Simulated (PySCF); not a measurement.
# Si2H6 (disilane) at 4 levels

Wanted: a comparison of 4 runs (B2PLYP/aug-cc-pVDZ, PBE0/aug-cc-pVDZ, r2SCAN/aug-cc-pVDZ, CCSD(T)/aug-cc-pVDZ) of Si2H6 (disilane). 

The calculation is run with PySCF 2.14.0.

### 1 The system as given

Si2H6 has 8 atoms, charge 0, and is taken as a singlet. As SMILES, `[SiH3][SiH3]`. The coordinates come from a PBE0-D4/def2-TZVP relaxation.

Bond lengths: Si1–Si2 2.338 Å, Si1–H3 1.488 Å, Si1–H4 1.488 Å, Si1–H5 1.488 Å, Si2–H6 1.488 Å, Si2–H7 1.488 Å, Si2–H8 1.488 Å. Some angles: Si1–Si2–H6 110.3°, Si1–Si2–H7 110.3°, Si1–Si2–H8 110.3°, Si2–Si1–H3 110.3°, Si2–Si1–H4 110.3°, Si2–Si1–H5 110.3°, H6–Si2–H7 108.7°, H6–Si2–H8 108.7°, H7–Si2–H8 108.7°, H3–Si1–H4 108.7°.

### 2 The energy at B2PLYP/aug-cc-pVDZ (run 1)

input.py reads:

```python
from pyscf import gto, dft, mp

mol = gto.M(
    atom='''
Si    -0.340500     0.490200    -1.004900
Si     0.363500    -0.504400     0.991000
H      0.833900     0.948200    -1.794900
H     -1.112900    -0.483900    -1.821900
H     -1.208000     1.664100    -0.717900
H      1.139000     0.468600     1.806300
H      1.228100    -1.680500     0.704000
H     -0.811000    -0.959200     1.782600
''',
    basis='aug-cc-pvdz',
    max_memory=1860,
    verbose=4,
    charge=0,
)

calc0 = dft.RKS(mol, xc='0.53*HF + 0.47*B88, 0.73*LYP')
calc0.conv_tol = 1e-10
calc0.grids.level = 5
calc0.kernel()
if not calc0.converged:
    calc0 = calc0.newton().run(calc0.mo_coeff, calc0.mo_occ)

pt = mp.MP2(calc0, frozen=10).run()
e_tot = calc0.e_tot + 0.27 * pt.e_corr
print('PT2 part  %.8f' % (0.27 * pt.e_corr))
print('E(%s) = %.9f' % ('B2PLYP', e_tot))
```

Launch:

```console
$ OMP_NUM_THREADS=1 python input.py
```

Log:

```text
PySCF version 2.14.0

[... 74 lines left out ...]
converged SCF energy = -582.225217365168
[... 1 line left out ...]
******** <class 'pyscf.mp.mp2.RMP2'> ********
nocc = 7, nmo = 98
frozen orbitals 10
E(RMP2) = -582.505370043658  E_corr = -0.280152678489987
E(SCS-RMP2) = -582.526358194193  E_corr = -0.301140829025159
E_corr(same-spin) = -0.0404335213417216
E_corr(oppo-spin) = -0.239719157148266
PT2 part  -0.07564122
E(B2PLYP) = -582.300858588
```

Run time: 49 s. Hardware: 1 thread of Intel Xeon at 2.50GHz (Skylake/Cascade Lake), shared host; peak memory 0.56 GiB.

### 3 A single-point energy at PBE0/aug-cc-pVDZ (run 2)

calc.py reads:

```python
from pyscf import gto, dft

mol = gto.M(
    atom=[
    ('Si', (-0.340500, 0.490200, -1.004900)),
    ('Si', (0.363500, -0.504400, 0.991000)),
    ('H', (0.833900, 0.948200, -1.794900)),
    ('H', (-1.112900, -0.483900, -1.821900)),
    ('H', (-1.208000, 1.664100, -0.717900)),
    ('H', (1.139000, 0.468600, 1.806300)),
    ('H', (1.228100, -1.680500, 0.704000)),
    ('H', (-0.811000, -0.959200, 1.782600)),
],
    verbose=4,
    max_memory=1860,
    spin=0,
    basis='aug-cc-pvdz',
)

mf = dft.RKS(mol, xc='pbe0')
mf.grids.level = 5
mf.conv_tol = 1e-10
mf.kernel()
if not mf.converged:
    mf = mf.newton().run(mf.mo_coeff, mf.mo_occ)

e_final = mf.e_tot
print(f'total energy: {e_final:.8f} hartree')
```

Launch:

```console
$ OMP_NUM_THREADS=1 python calc.py
```

Log:

```text
PySCF version 2.14.0

[... 69 lines left out ...]
converged SCF energy = -582.315740844047
total energy: -582.31574084 hartree
```

It took 53 s on 1 thread of Intel Xeon at 2.50GHz (Skylake/Cascade Lake), shared host; peak memory 0.56 GiB.

Run 3 isn't shown in full; the table further down has it.

### 4 The energy at CCSD(T)/aug-cc-pVDZ (run 4)

calc.py reads:

```python
from pyscf import gto, cc

molecule = gto.M(
    atom=[
    ('Si', (-0.340500, 0.490200, -1.004900)),
    ('Si', (0.363500, -0.504400, 0.991000)),
    ('H', (0.833900, 0.948200, -1.794900)),
    ('H', (-1.112900, -0.483900, -1.821900)),
    ('H', (-1.208000, 1.664100, -0.717900)),
    ('H', (1.139000, 0.468600, 1.806300)),
    ('H', (1.228100, -1.680500, 0.704000)),
    ('H', (-0.811000, -0.959200, 1.782600)),
],
    max_memory=1860,
    charge=0,
    basis='aug-cc-pvdz',
    verbose=3,
)

myscf = molecule.RHF()
myscf.conv_tol = 1e-10
myscf.kernel()
if not myscf.converged:
    myscf = myscf.newton().run(myscf.mo_coeff, myscf.mo_occ)

mycc = cc.CCSD(myscf, frozen=10)
mycc.kernel()
e_t = mycc.ccsd_t()
e_final = mycc.e_tot + e_t
print('E(%s) = %.9f' % ('CCSD(T)', e_final))
```

Launch:

```console
$ OMP_NUM_THREADS=1 python calc.py
```

Log:

```text
converged SCF energy = -581.340581518818
E(CCSD) = -581.6176343349853  E_corr = -0.2770528161676805
CCSD(T) correction = -0.0070036563094691
E(CCSD(T)) = -581.624637991
```

It took 60 s on 1 thread of Intel Xeon at 2.50GHz (Skylake/Cascade Lake), shared host; peak memory 0.71 GiB.

### 5 All runs side by side

| run | level | frozen core orbitals | integration grid | energy (Eh) | dipole moment (D) of the reference | HOMO energy (eV) | LUMO energy (eV) | wall time |
| --- | --- | --- | --- | --- | --- | --- | --- | --- |
| 1 | B2PLYP/aug-cc-pVDZ | 10 | 5 | -582.300859 | 0.00 | -9.34 | 0.35 | 49 s |
| 2 | PBE0/aug-cc-pVDZ | – | 5 | -582.315741 | 0.00 | -8.39 | -0.10 | 53 s |
| 3 | r2SCAN/aug-cc-pVDZ | – | 5 | -582.505804 | 0.00 | -7.54 | -0.15 | 99 s |
| 4 | CCSD(T)/aug-cc-pVDZ | 10 | – | -581.624638 | 0.00 | -11.01 | 1.07 | 60 s |

### 6 Outcome

```
                                           quantity          value
                                run 4: total energy  -581.62464 Eh
        run 4: dipole moment (Hartree–Fock density)         0.00 D
         run 4: HOMO energy (Hartree–Fock orbitals)      -11.01 eV
         run 4: LUMO energy (Hartree–Fock orbitals)        1.07 eV
       run 4: HOMO–LUMO gap (Hartree–Fock orbitals)       12.08 eV
run 4: correlation energy (10 core orbitals frozen)     -284.1 mEh
                              run 4: (T) correction      -7.00 mEh
                               run 4: T1 diagnostic          0.013
```

What this shows: Over runs 1, 2, 3 the HOMO–LUMO gap runs from 7.39 eV (r2SCAN/aug-cc-pVDZ) to 9.69 eV (B2PLYP/aug-cc-pVDZ). A double hybrid's value is that of its SCF part. Totals of different functionals can't be ranked against each other. All runs together took 4.3 min, the longest 99 s.
